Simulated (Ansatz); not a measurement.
CH$_{2}$AlN, SMILES `[CH]1=[N][AlH]1`. The species carries charge 0 and has multiplicity 1.

Task: List the harmonic frequencies (cm⁻¹, unscaled) at PBE0-D4/def2-TZVP in Ansatz. (Best estimate.)

Result: Ansatz gave: 354, 445, 672, 797, 803, 1186, 1499, 2015, 3012.

Task: Is this a minimum?

Result: Yes, all 9 modes are real.

Task: Give the ideal-gas thermochemistry at 298.15 K and 1 bar (rigid rotor, harmonic oscillator; point group Cs, symmetry number 1).

Result: Zero-point energy 64.5 kJ/mol; H(298) − E = 76.9 kJ/mol; entropy 262.6 J/(mol·K), of which translation 158.8, rotation 92.2, vibration 11.6; G(298) − E = -1.4 kJ/mol.

Task: And at 400, 500, 600, 800 and 1000 K?

Result: 
| T (K) | H − E (kJ/mol) | S (J/mol/K) | G − E (kJ/mol) |
| --- | --- | --- | --- |
| 400 | 83.0 | 280.3 | -29.1 |
| 500 | 89.9 | 295.6 | -57.9 |
| 600 | 97.3 | 309.1 | -88.2 |
| 800 | 113.6 | 332.5 | -152.4 |
| 1000 | 131.2 | 352.2 | -220.9 |

Task: Rotational constants (cm⁻¹)?

Result: 1.344, 0.352, 0.2789.
